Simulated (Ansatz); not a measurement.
The parent structure is Ge in the diamond structure (space group Fd-3m, No. 227; a = 5.676 Å).

Calculations: PBEsol (Ansatz, a first-principles code, PAW, no spin-orbit coupling).

Now apply this change: full substitution Ge → Si, then cell and atoms are relaxed.

Measured lattice parameter a: Ge 5.644 Å (static lattice; corrected from measurement; as listed in Daniel Mejia-Rodriguez, S. B. Trickey, Phys. Rev. B (2018)); Si 5.421 Å (static lattice; corrected from measurement; as listed in Daniel Mejia-Rodriguez, S. B. Trickey, Phys. Rev. B (2018)).

Q: How well does PBEsol reproduce the measured shift?

A: With PBEsol the lattice parameter a moves by -0.242 Å (5.676 → 5.434) against -0.223 Å measured.

Whether these cells are dynamically stable was not tested.
